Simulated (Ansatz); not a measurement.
A made-up structure of CH5AlN (charge +1), closed shell:

```xyz
8
angstrom
N -0.3974 0.7992 -0.6522
C -0.3756 0.3721 0.4483
Al 0.6421 -1.0585 0.4070
H 0.0836 0.4478 -1.5720
H -0.8866 1.5019 -0.6765
H -0.9317 0.8335 1.3592
H 1.2716 -1.3984 -1.1278
H 0.5939 -1.4975 1.8140
```

It is relaxed with PBE-D4/def2-SVP and then PBE0-D4/def2-TZVP (Ansatz 0.2.0). Atoms count as bonded within 1.22 times the sum of their covalent radii (H–H: 0.88 Å). The end point is not checked to be a true minimum.

Question: Does its bonding change? (A judgement: the text doesn't fix the answer.)

Answer: The calculation gives: No: no bond forms or breaks.

Where it ends: The first stage lowers the energy by 3.48 eV in 9 steps. It ends as CH₅AlN ([NH2][CH][AlH2]), total charge +1:
```xyz
8
angstrom
N -0.5156 1.0020 -0.7490
C -0.3852 0.4108 0.3782
Al 0.7717 -1.2935 0.5503
H -0.0555 0.6506 -1.5862
H -1.0757 1.8428 -0.8763
H -0.9321 0.8944 1.1903
H 1.3414 -1.5863 -0.8833
H 0.8510 -1.9207 1.9760
```

Labels in which every atom is bracketed show which atoms are joined, not bond orders.

For scale, one of the runs: PBE0-D4/def2-TZVP relaxation, 129 basis functions, launched by `ansatz run in.yaml --threads 2 --pin off --events-out ev --progress --plain --max-ram 4352MiB`. Hardware: 2 CPU threads of an Arm Neoverse V1, shared host. Wall time about 20 s.
